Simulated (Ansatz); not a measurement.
Species: H$_{2}$N, SMILES `[NH2]` (charge 0, multiplicity 2).

**Question.** Give a relaxed geometry from Ansatz (a program for electronic structure) with B3LYP-D3(BJ)/def2-TZVP.

**Answer.** the end point of this relaxation (outside a Z-matrix the atoms follow the SMILES, hydrogens last).
Cartesian coordinates (Å) in one orientation:
```xyz
3

N     -0.001     0.426     0.000
H     -0.806    -0.215     0.000
H      0.807    -0.211     0.000
```
